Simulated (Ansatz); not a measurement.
Consider the substitution at a C–F bond: `C/C(Cl)=C/F` + HCl → `C/C(Cl)=C\Cl` + H–F.

Calculated with Ansatz (gas phase, PBE0-D4/def2-TZVP geometries, no zero-point term in ΔE). CBS: MP2 limit from def2 TZ/QZ plus the TZ coupled-cluster correction, frozen cores. This one scheme is used for every species. Double bonds are as drawn, so ΔE can hold a change between cis and trans. DFT in def2-TZVPP. B3LYP here is the variant with VWN-RPA as its local correlation; programs differ in this.

```csv
species,B3LYP energy (Eh)
`C/C(Cl)=C/F`,-676.86375
HCl,-460.83627
`C/C(Cl)=C\Cl`,-1037.21169
H–F,-100.49272
```

**Question.** Work out ΔE.

**Answer.** ΔE = (-1037.21169) + (-100.49272) − (-676.86375) − (-460.83627) = -0.00439 Eh = -11.5 kJ/mol. CCSD(T)/CBS gives -29.5 kJ/mol.

Largest T1 diagnostic among the species: 0.011.

The D4 term adds −6.5 kJ/mol with B3LYP and −3.5 kJ/mol with PBE0; it sums over pairs of atoms, weighted by their polarisabilities, and B3LYP, whose exchange is more repulsive, gets the larger term. In def2-TZVPP, CCSD(T) changes the Hartree–Fock value by −20.0 kJ/mol (the triples alone add −3.6 kJ/mol) and MP2 by −32.8 kJ/mol.
